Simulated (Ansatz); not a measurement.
# CsFe₂As₂: computed properties

These are results of DFT PBEsol, scalar-relativistic, plane waves, PAW (Ansatz), not measurements.

Settings: cutoff 420 eV, Γ-centred mesh 14×14×14 on the computed 5-atom cell, Gaussian smearing of 0.10 eV; collinear spin from starting moments 0 0.95 0.95 0 0 μB.

The structure is relaxed at this level of theory with its symmetry kept. Whether it is the stable form of this composition wasn't checked.

```yaml
crystal:
  lattice:
    - [-1.85026, 1.85026, 7.58403]
    - [1.85026, -1.85026, 7.58403]
    - [1.85026, 1.85026, -7.58403]
  atoms:
    - { symbol: Cs, position: [0.00000, 0.00000, 0.00000] }
    - { symbol: Fe, position: [0.75000, 0.25000, 0.50000] }
    - { symbol: Fe, position: [0.25000, 0.75000, 0.50000] }
    - { symbol: As, position: [0.65870, 0.65870, 0.00000] }
    - { symbol: As, position: [0.34130, 0.34130, 0.00000] }
```

| Quantity | Value |
| --- | --- |
| Space group | I4/mmm (No. 139) |
| Volume per atom | 20.77 Å³ |
| Formation energy from the elements' standard states (uncorrected) | -0.316 eV/atom |
| Kohn–Sham band gap | none (metal) |
| Density of states at the Fermi level | 3.65 states/eV per cell |
| Löwdin character within 0.5 eV of the Fermi level | Fe 3d 83 %, As 4p 12 %, unprojected 4 % |
| Bulk modulus | 52 GPa |
| Its pressure derivative | 5.3 |
| Bader charges (e) | Cs (1 in the cell) 0.67, Fe (2 in the cell) 0.20, As (2 in the cell) -0.54 |
| Total moment | 1.51 μB per cell |
| Site moments (μB; atoms counted from 1 over the whole cell) | Fe (atom 2) 0.86, Fe (atom 3) 0.86, As (atom 4) -0.06, As (atom 5) -0.06 |

Spin-orbit coupling is left out, which matters for the bands of heavy elements.

Only this magnetic start was tried.